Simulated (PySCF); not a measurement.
Atoms are numbered as in `[O:1]=[C:2]([OH:3])[CH2:4][C:5](=[O:6])[OH:7]`; H(Xn) means a hydrogen on atom n.

GIAO PBE0/pcSseg-1 shifts (PySCF 2.14.0 with density-fitted response routines, gas phase, non-relativistic, equivalent atoms averaged), each against references optimised in the same way as the molecule (H2O, TMS).

On the GFN2-xTB geometry: O1/O6 441.1, O3/O7 220.3, C2/C5 170.7, C4 43.5, H(O3)/H(O7) 6.28, H(C4) 3.45 ppm.

Q: What changes on the PBE0-D3(BJ)/def2-SVP geometry?

A: 
```json
{"atoms": "O1/O6", "δ (ppm)": "440.5", "change": "-0.6"}
{"atoms": "O3/O7", "δ (ppm)": "222.5", "change": "+2.2"}
{"atoms": "C2/C5", "δ (ppm)": "170.5", "change": "-0.2"}
{"atoms": "C4", "δ (ppm)": "37.9", "change": "-5.6"}
{"atoms": "H(O3)/H(O7)", "δ (ppm)": "5.81", "change": "-0.47"}
{"atoms": "H(C4)", "δ (ppm)": "3.24", "change": "-0.21"}
```

Bonds between heavy atoms that differ most (equivalent bonds averaged): C2–C4 1.519 → 1.509 Å, C2–O3 1.331 → 1.337 Å. Mean change of bonds to hydrogen: O–H -0.000 Å, C–H +0.011 Å. The two structures also differ in conformation, which adds to the changes.
